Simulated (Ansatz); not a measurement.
[Br···H···Br], doublet: the ladder up to UCCSDT(Q)

Geometry: a point of a hydrogen-transfer path between rigid fragments, not a stationary point.

```yaml
atoms:
  - { symbol: Br, position_ang: [0.0000, 0.0000, -1.7470] }
  - { symbol: H, position_ang: [0.0000, 0.0000, 0.0750] }
  - { symbol: Br, position_ang: [0.0000, 0.0000, 1.6720] }
```

Basis cc-pVDZ; Ansatz 0.2.0. Correlated methods freeze the noble-gas cores and the filled d shells of p-block atoms, which leaves 15 electrons in 31 orbitals. Prefix R: restricted or restricted open-shell reference; prefix U: unrestricted. Active spaces: valence = (15e, 9o) chosen from the atoms' valence shells. No spin–orbit coupling is included, and no scalar relativity.

Full CI isn't at hand for all of this; UCCSDT(Q) serves as the reference, and is uncertain by about the last step of the cluster series. The frozen core follows each run's orbitals, which can shift R against U totals by a few meV for light atoms and by up to 0.1 eV past Ca.

- UHF ⟨S²⟩: 0.802
- T1 diagnostic (RCCSD): 0.0223
- largest doubles amplitude (RCCSD): 0.087
- T1 diagnostic (UCCSD): 0.0135

Problem. From what is known of these methods and the diagnostics, rank them by the size of their error in total energy against UCCSDT(Q) in cc-pVDZ, smallest first (an estimate: the text doesn't fix the numbers).
A. UMP2
B. UHF
C. UCCSD
D. UCCSD(T)
E. UCCSDT

Solution. E (0.48 mEh), D (1.08 mEh), C (5.49 mEh), A (35.72 mEh), B (264.23 mEh).

All errors are against UCCSDT(Q) in cc-pVDZ. Within each family the higher level lies nearer, as is usual though not guaranteed.

Natural occupations of CASSCF (valence space) about the gap: 2.000 1.999 1.998 1.952 1.002 0.050; effectively unpaired electrons, Σ n²(2−n)², 1.02.
